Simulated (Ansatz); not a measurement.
Input file:

```yaml
crystal:
  periodic: [false, false, false]
  atoms:
    - {symbol: B, position_ang: [-0.011087, 0.021349, 0.021145]}
    - {symbol: H, position_ang: [0.403598, 0.833844, 0.831798]}
    - {symbol: H, position_ang: [-0.435414, -0.786345, 0.831606]}
    - {symbol: H, position_ang: [-0.423899, 0.829995, -0.794298]}
    - {symbol: H, position_ang: [0.574637, -1.106480, -1.095902]}
basis:
  gaussian: {orbitals: def2-TZVP}
magnetization: {spin_polarized: true, initial_magnetization: 1}
correlation: {method: bccd_t, electrons: outside_noble_gas, diis_vectors: 1}
output: {forces: true}
```

```sh
$ ansatz run in.yaml --threads 1 --pin off --events-out ev --progress --plain --max-ram 2393MiB
```

Log:

```
394 factors; integrals over basis functions are off by at most 9.6e-4 eV
mean field evaluation 1: about -729.7513 eV, gradient 8.5e0 eV
mean field evaluation 2: about -729.7522 eV, gradient 8.5e0 eV
mean field evaluation 4: about -730.5975 eV, gradient 1.6e0 eV
mean field evaluation 8: about -730.7690 eV, gradient 2.2e-1 eV
mean field evaluation 16: about -730.5969 eV, gradient 1.6e0 eV
mean field evaluation 32: about -728.3709 eV, gradient 5.5e-2 eV
mean field -730.77277025 eV, -26.8554039713 hartree, gradient 9.0e-6 eV, S^2 0.796489; 1 other end points of the search recorded, 0 dependent functions left out
determinant -730.77277025 eV, -26.8554039713 hartree, with singles and doubles -734.93357445 eV, -27.0083107051 hartree
determinant -728.37103561 eV, -26.7671418512 hartree, with singles and doubles -732.65771972 eV, -26.9246745866 hartree
1 core orbitals not correlated: weight in the atoms' cores, before any rotation towards them, 1.000 or more for the frozen orbitals, at most 0.000 for the correlated occupied ones
reference -730.77277025 eV, -26.8554039713 hartree; 4, 3 occupied and 50, 51 virtual orbitals, 394 factors
second order -3.29635180 eV of doubles, -0.00000000 eV of singles
cycle   1  -4.11047173 eV  change   -2.7e-1 eV  update   2.6e-2
cycle   2  -4.11285584 eV  change   -2.4e-3 eV  update   1.1e-2
cycle   3  -4.11374774 eV  change   -8.9e-4 eV  update   7.4e-3
cycle   4  -4.11525541 eV  change   -1.5e-3 eV  update   4.7e-3
...
cycle  19  -4.11768911 eV  change   -5.7e-6 eV  update   1.6e-5
cycle  20  -4.11769359 eV  change   -4.5e-6 eV  update   1.3e-5
cycle  21  -4.11769479 eV  change   -1.2e-6 eV  update   9.6e-6
cycle  22  -4.11769360 eV  change    1.2e-6 eV  update   6.5e-6
cycle  23  -4.11769203 eV  change    1.6e-6 eV  update   4.2e-6
cycle  24  -4.11769034 eV  change    1.7e-6 eV  update   3.0e-6
cycle  25  -4.11768939 eV  change    9.4e-7 eV  update   2.3e-6
cycle  26  -4.11768850 eV  change    8.9e-7 eV  update   1.9e-6
cycle  27  -4.11768801 eV  change    4.9e-7 eV  update   1.5e-6
cycle  28  -4.11768767 eV  change    3.4e-7 eV  update   1.2e-6
perturbative correction -0.13210612 eV, -0.0048548105 hartree
the calculation of the forces begins
Total energy: -735.02256404 eV, -27.0115810124 hartree
Atom 0 at    -0.011087     0.021349     0.021145 Å, force    -0.060389    -0.145465    -0.145037 eV/Å
Atom 1 at     0.403598     0.833844     0.831798 Å, force     0.596213    -0.119455    -0.114530 eV/Å
Atom 2 at    -0.435414    -0.786345     0.831606 Å, force     0.100896    -0.444317    -0.755462 eV/Å
Atom 3 at    -0.423899     0.829995    -0.794298 Å, force     0.098656    -0.758776    -0.439142 eV/Å
Atom 4 at     0.574637    -1.106480    -1.095902 Å, force    -0.735376     1.468014     1.454171 eV/Å
Dipole moment:     0.039255    -0.047854    -0.047294 e Å
```

Forces (eV/Å):
```
B   -0.060 -0.145 -0.145
H    0.596 -0.119 -0.115
H    0.101 -0.444 -0.755
H    0.099 -0.759 -0.439
H   -0.735  1.468  1.454
```

Ran on 1 thread of Arm Neoverse V2, shared host: 5.5 s wall, 0.27 GiB peak host memory.
